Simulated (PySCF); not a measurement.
Species: C4H3FS.
Cartesian coordinates in Å at the PBE0-D3(BJ)/def2-SVP level; atoms count from 1:
```
atom  x, y, z in Å
C1     2.0045    0.9193   -0.7503
C2     0.9336    0.4563   -0.4254
C3    -0.3314   -0.1108   -0.0512
S4    -1.5492    0.9340    0.8493
C5    -0.6125   -0.5068    1.3507
F6    -1.2747   -1.6591    1.5427
H7     2.9501    1.3412   -1.0376
H8    -0.7993   -0.7573   -0.8044
H9     0.1616   -0.3519    2.1115
```

Method used: MP2 and CCSD/aug-cc-pVDZ in PySCF, restricted Hartree–Fock reference, 10 core orbitals frozen, non-relativistic, gas phase, PBE0-D3(BJ)/def2-SVP geometry.

E(HF) = -650.11251 Eh.

Q: How large is the problem?

A: 169 basis functions and 52 electrons; 10 orbitals frozen, which leaves o = 16 correlated occupied and v = 143 virtual orbitals. That is o·v = 2288 singles and o·v(o·v + 1)/2 = 2618616 distinct closed-shell doubles amplitudes before symmetry; the costliest CCSD step grows as o²v⁴ = 1.1 × 10^11.

Q: What are the MP2 and CCSD correlation energies?

A: MP2 -0.8775 Eh and CCSD -0.9093 Eh, which gives totals of -650.98996 and -651.02177 Eh. That is 0.773 eV for each correlated electron at CCSD (2387 kJ/mol in all, 0.140 % of the total energy); MP2 gives 96.5 % of the CCSD value.

Q: What is the T1 diagnostic?

A: 0.0128, below the customary warning level of 0.02. It is the norm of the spatial-orbital singles amplitudes over the root of the number of correlated electrons, so the norm is 0.072.

Q: How does correlation change the dipole moment?

A: HF gives 1.87 D and CCSD (unrelaxed density) 1.65 D, a change of -0.22 D.

Connected triples and the basis-set limit are missing.

The job also held the EOM ionisation roots. Hardware: an Arm Neoverse V1 with one thread, no GPU, on a shared host. Cost: 9.8 min.
